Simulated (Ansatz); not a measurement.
The input, for Ansatz 0.2.0:

```yaml
crystal:
  periodic: [false, false, false]
  atoms:
    - {symbol: S, position_ang: [-0.013248, -0.000138, -0.071173]}
    - {symbol: H, position_ang: [1.603848, 0.017055, 0.963769]}
    - {symbol: H, position_ang: [-0.601796, 0.987317, 0.650240]}
    - {symbol: H, position_ang: [-0.580615, -0.999971, 0.650160]}
basis:
  gaussian: {orbitals: cc-pVDZ}
total_charge: 1
correlation: {active_space: {window: {electrons: 2, orbitals: 2}, places: [1, 2]}}
```

```sh
$ ansatz run in.yaml --threads 1 --pin off --events-out ev --progress --plain --max-ram 2393MiB
```

Question: What does the program do with this input?

Answer: Refused. The input was made wrong on purpose (two definitions of the active space), so the run isn't a sound calculation of what was asked.
```
Error: invalid value for `correlation.active_space`: name one of window, places and ras
```
